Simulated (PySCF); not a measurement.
**FNO: core ionisation energies**

Nitrosyl fluoride, FNO.
SMILES with atom numbers: `[O:1]=[N:2][F:3]`

Theory: delta-SCF UKS SCAN, pcX-2 on the ionised atom, pcseg-1 elsewhere, spin-free X2C (PySCF 2.14.0). Binding energies are ΔSCF values: E(core-ionised, relaxed orbitals) − E(ground state) at a fixed geometry, referred to the vacuum level.

Q: Give the core binding energies atom by atom.

A: 
```
atom(s)                 environment  level  binding energy (eV)  count
     N2  nitrogen bonded to F and O   N 1s               413.04      1
     O1          oxygen bonded to N   O 1s               543.35      1
     F3        fluorine bonded to N   F 1s               692.24      1
```

Q: Which photon energy gives electrons from F 1s of F3 a kinetic energy of 200 eV, and what is their de Broglie wavelength?

A: hν = 692.24 + 200 = 892.24 eV, recoil neglected; λ = 12.264 Å/√(E/eV) = 0.87 Å.

Q: Which photon wavelength matches the F 1s of F3 threshold?

A: λ = hc/E = 12398.42 eV Å / 692.24 eV = 17.911 Å.

Spin contamination (⟨S²⟩ against 0.75 for a pure doublet) is marked for N 1s of N2 (atom 2) (0.86), which makes this value less certain. Geometry: GFN2-xTB; no solvent, vibrations or thermal averaging.

The run took about 7 s of CPU time (one thread, shared machine).
